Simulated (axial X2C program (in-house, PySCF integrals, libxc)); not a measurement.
## Potential curves of O₂⁺, two-component

Computed with an in-house relativistic program for diatomic molecules. Two-component (2c) means X2C with spin–orbit coupling and atomic mean-field two-electron Coulomb and Gaunt terms. Basis: O dyall-av3z [7s6p3d2f] (cores contracted in-house); Gaussian nuclei, density fitting, unrestricted open shells. Masses: O 15.995 u.

State: Ω = 1/2 (⟨Sz⟩ = -0.50, ⟨Lz⟩ = 1.00 at HF). Energies in eV from the fragments at the same level (O+ + O). Fits are polynomials in 1 − R0/R over 0.85 to 1.23 times the lowest point R0.

```csv
R (Å),CCSD
1.0001,-5.0138
1.0331,-5.5490
1.0660,-5.8483
1.0990,-5.9648
1.1375,-5.9230
1.1759,-5.7393
1.2254,-5.3561
```

Correlated methods: 11 electrons correlated (number of frozen shells: O 1 s), 197 virtual spin orbitals or spinors in MP2, 90 natural virtuals in coupled cluster.

One determinant describes the state; a PBE0 search over occupations chose it and may have missed a lower one. Dissociation energies refer to the lowest single-determinant-based atoms at the same level and basis. CCSD ran in a truncated set of natural virtual spinors with an MP2 remainder; without triples it tends to underbind. Coupled cluster ran on the points near the minimum only. MP2 and coupled cluster on one determinant become unreliable at the stretched end.

Task: Fit the CCSD curve near its minimum: give the equilibrium distance, the harmonic wavenumber and the well depth.

Result: At CCSD, 2c: Re = 1.108 Å, ωe ≈ 2030 cm⁻¹, De = 5.97 eV to O+ + O; Be follows as 1.72 cm⁻¹.
